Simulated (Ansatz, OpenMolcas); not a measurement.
# Heat of formation of HNO2 (nitrous acid) from total energies

HNO2 has 4 atoms, charge 0, and is taken as a singlet. As SMILES, `O=NO`. The coordinates come from a PBE0-D4/def2-TZVP relaxation.

Total energies at B3LYP/6-31G* (Cartesian functions) (OpenMolcas 26.06); the atoms run unrestricted:

| species | state | energy (Eh) |
| --- | --- | --- |
| HNO2 | singlet | -205.694112 |
| O | triplet | -75.060621 |
| N | quartet | -54.584489 |
| H | doublet | -0.500273 |

Harmonic wavenumbers at PBE0-D4/def2-TZVP, in cm⁻¹: 604, 672, 886, 1326, 1820, 3801.

Measured heats of formation of the gaseous atoms at 298.15 K, in kJ/mol: O 249.2, N 472.4, H 218.0. Spin-orbit lowering of the atoms at 298 K (mean of the ground term's levels less their thermal mean, from spectra), in kJ/mol: O 0.40. Take 1 Eh = 2625.50 kJ/mol, 1 cm⁻¹ = 0.0119627 kJ/mol, RT = 2.479 kJ/mol.

Problem. Work out the heat of formation of the gas at 298 K.

Solution. 
1. Electronic atomisation energy: 2 × (-75.060621) + (-54.584489) + (-0.500273) − (-205.694112) = 0.488108 Eh = 1281.5 kJ/mol.
2. Zero-point energy: half the sum of the wavenumbers, 4554.5 cm⁻¹ = 54.5 kJ/mol.
3. Thermal vibrational enthalpy, Σ hcν̃/(exp(hcν̃/kT) − 1): 0.9 kJ/mol. Translation, rotation and pV of a non-linear molecule: 4 RT = 9.9 kJ/mol.
4. The 4 free atoms carry 5/2 RT each: 24.8 kJ/mol.
5. Spin-orbit coupling lowers the free atoms by 2 × 0.40 = 0.8 kJ/mol.
6. Atomisation enthalpy at 298 K: 1281.5 − 0.8 − 54.5 − 0.9 − 9.9 + 24.8 = 1240.2 kJ/mol.
7. Sum of the atoms' heats of formation: 1188.8 kJ/mol. Heat of formation: 1188.8 − 1240.2 = -51.4 kJ/mol.

The tabulated value is -78.7 kJ/mol (Active Thermochemical Tables), so this level is off by +27.3 kJ/mol, or 2.2 % of the atomisation enthalpy. Anharmonicity and any spin-orbit splitting of the molecule are left out.
